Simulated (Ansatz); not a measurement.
A basis-limit estimate, worked out

The pair of NH3 (SMILES N, atoms 1–4) and SiH4O (SMILES [SiH3]O, atoms 5–10), both closed shells, in one local arrangement (a lower one may exist), relaxed at PBE0-D4/def2-TZVP:

| atom | x (Å) | y (Å) | z (Å) |
| --- | --- | --- | --- |
| N1 | 0.1283 | 0.4157 | -1.9528 |
| H2 | -0.8296 | 0.1659 | -2.1674 |
| H3 | 0.2467 | 1.3945 | -2.1846 |
| H4 | 0.7268 | -0.1181 | -2.5717 |
| Si5 | -0.1912 | -0.3912 | 1.8213 |
| O6 | 0.9305 | -0.0751 | 0.6812 |
| H7 | 0.5248 | -0.6693 | 3.0914 |
| H8 | -1.1252 | 0.7532 | 2.0415 |
| H9 | -1.0359 | -1.5748 | 1.4793 |
| H10 | 0.6250 | 0.0991 | -0.2383 |

Both fragments are computed in the basis of the whole pair.

Ansatz 0.2.0; basis: def2-TZVPPD and def2-QZVPPD; cores frozen in the correlated methods.

Energies in eV:

| quantity | pair | first fragment | second fragment |
| --- | --- | --- | --- |
| Hartree–Fock, triple zeta (X = 3) | -11495.20974 | -1529.88023 | -9965.06507 |
| Hartree–Fock, quadruple zeta (X = 4) | -11495.62645 | -1529.94858 | -9965.41304 |
| MP2 correlation, X = 3 | -16.88973 | -6.45218 | -10.31662 |
| MP2 correlation, X = 4 | -18.07049 | -6.86025 | -11.07595 |
| CCSD(T) correlation, X = 3 | -18.43123 | -6.99955 | -11.31890 |

Task: Work out the interaction energy at the basis limit: extrapolate Hartree–Fock as E(X) = E∞ + A exp(−7.88 √X) and the MP2 correlation as E(X) = E∞ + B X^−2.97 (the exponents that Neese and Valeev fitted for def2-TZVPP and QZVPP, reused here for the diffuse sets), then add CCSD(T) − MP2 in triple zeta.

Result: Each step is linear, so take the differences first (pair − first fragment − second fragment): Hartree–Fock -0.26444 (X = 3) and -0.26483 (X = 4); MP2 correlation -0.12093 and -0.13429; CCSD(T) correlation -0.11278.
Two points give E∞ = E(4) + w [E(4) − E(3)], with w = 1/(exp(7.88 (2 − √3)) − 1) = 0.1377 for Hartree–Fock and w = 1/((4/3)^2.97 − 1) = 0.7407 for the correlation.
Hartree–Fock: -0.26483 + 0.1377 × (-0.00039) = -0.2649 eV.
MP2 correlation: -0.13429 + 0.7407 × (-0.01336) = -0.1442 eV.
CCSD(T) − MP2: -0.11278 − (-0.12093) = 0.0081 eV.
Sum: -0.2649 + (-0.1442) + 0.0081 = -0.4010 eV, or -9.25 kcal/mol. Plain CCSD(T) in triple zeta gives -0.3772 eV, so the larger basis shifts the result by -0.0238 eV.

The T1 diagnostic stays at or below 0.012.

For scale, one of the runs: CCSD(T)/def2-TZVPPD, 244 basis functions, launched by `ansatz run in.yaml --threads 4 --pin off --events-out ev --progress --plain --max-ram 9574MiB`. Time: 46 s of wall clock on 4 CPU threads of an Intel Xeon Platinum 8375C; the host was shared. Peak host memory: 4.8 GiB.
